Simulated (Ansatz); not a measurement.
# Worked example: correlation energy of SiCl, doublet

Geometry: a PBE0/def2-TZVP stationary point for this spin.

```yaml
atoms:
  - { symbol: Si, position_ang: [0.0000, 0.0000, 0.0000] }
  - { symbol: Cl, position_ang: [0.0000, 0.0000, 2.0671] }
```

Basis cc-pVDZ; Ansatz 0.2.0. Only valence electrons are correlated (noble-gas cores frozen), which leaves 11 electrons in 26 orbitals. Prefix R: restricted or restricted open-shell reference; prefix U: unrestricted.

Full CI isn't at hand for all of this; UCCSDT(Q) serves as the reference, and is uncertain by the last step of the cluster series or more.

UCCSD has a T1 diagnostic of 0.018 and a largest doubles amplitude of 0.08.

Runs differ by some tens of microhartree through their thresholds and, for an open shell, their frozen cores, so steps under 0.03 kcal/mol mean nothing.

```tsv
level	total energy (hartree)
UHF	-748.424897
UMP2	-748.617543
UCCSD	-748.644803
UCCSD(T)	-748.650516
UCCSDT	-748.651290
UCCSDT(Q)	-748.651793
```

**Question.** What is the correlation energy at UCCSDT(Q), and what share of it do UMP2 and UCCSDT recover?

**Answer.** E(corr) = -748.651793 − (-748.424897) = -0.226896 hartree = -6.174 eV. UMP2: -0.192646 / -0.226896 = 84.90 %. UCCSDT: -0.226393 / -0.226896 = 99.78 %.

**Question.** By how many kcal/mol does UCCSD(T) miss UCCSDT(Q) (1 hartree = 627.509 kcal/mol), and which steps make up the rest?

**Answer.** -748.650516 − (-748.651793) = 0.001277 hartree = 0.80 kcal/mol. Steps: UCCSDT − UCCSD(T) = -0.49, UCCSDT(Q) − UCCSDT = -0.32 kcal/mol. Differences between like states or geometries often cancel part of this.
